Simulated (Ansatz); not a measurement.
# C₂H₄S₂: small, medium and large basis sets

Aim: see how fast density functionals converge with the basis set for C₂H₄S₂.

Program: Ansatz 0.2.0, Gaussian basis. Level of theory: one geometry, several basis sets. These are calculated values, not measurements.

The runs, in order: PBE0-D4/def2-SVP; ωB97M-V/def2-SVP; PBE0-D4/def2-QZVPP; ωB97M-V/def2-QZVPP; the functionals' def2-TZVPP values are taken from earlier runs.

## (1) The relaxed structure

An earlier PBE0-D4 in a triple-zeta def2 set relaxation fixed the geometry.

SMILES `CSC=S`, 8 atoms, charge 0, spin multiplicity 1.

Atoms are counted from 1 here; the program's logs count them from 0.

Bond lengths: C1–S2 1.801 Å, C1–H5 1.090 Å, C1–H6 1.090 Å, C1–H7 1.090 Å, S2–C3 1.713 Å, C3–S4 1.617 Å, C3–H8 1.093 Å. Angles: S2–C1–H5 111.0°, S2–C1–H6 106.4°, S2–C1–H7 111.0°, H5–C1–H6 108.9°, H5–C1–H7 110.6°, H6–C1–H7 108.9°, C1–S2–C3 102.0°, S2–C3–S4 124.8°, S2–C3–H8 113.5°, S4–C3–H8 121.8°.

## (2) PBE0-D4 in def2-SVP

Contents of in.yaml:

```yaml
crystal:
  periodic: [false, false, false]
  atoms:
    - {symbol: C, position_ang: [0.228710, 0.875350, 0.844124]}
    - {symbol: S, position_ang: [0.153518, 0.624394, -0.938224]}
    - {symbol: C, position_ang: [-0.242545, -1.038440, -1.048667]}
    - {symbol: S, position_ang: [-0.446314, -1.847185, -2.433443]}
    - {symbol: H, position_ang: [-0.735145, 0.667917, 1.307916]}
    - {symbol: H, position_ang: [0.475218, 1.926042, 0.996767]}
    - {symbol: H, position_ang: [1.009176, 0.260887, 1.291847]}
    - {symbol: H, position_ang: [-0.350518, -1.526164, -0.076119]}
basis:
  gaussian: {orbitals: def2-SVP}
hamiltonian: {xc: pbe0, dispersion: d4}
output: {orbitals: {seedname: orbitals}}
```

Started as:

```sh
$ ansatz run in.yaml --threads 2 --pin off --events-out ev --progress --plain --max-ram 4352MiB
```

After this run come: ωB97M-V in def2-SVP; PBE0-D4 in def2-QZVPP; ωB97M-V in def2-QZVPP.

Before running them: what should the planned runs give, taken together? Wanted: PBE0-D4: double and triple zeta above quadruple; ωB97M-V: double and triple zeta above quadruple.

As calculated:

| quantity | value |
| --- | --- |
| PBE0-D4: double and triple zeta above quadruple | 10.76, 0.78 eV |
| ωB97M-V: double and triple zeta above quadruple | 10.81, 0.75 eV |

**Reading.** PBE0-D4 gains 9.98 eV from double to triple zeta, then 0.78 eV more. Total energies overstate the basis error of differences, where much of it tends to cancel.
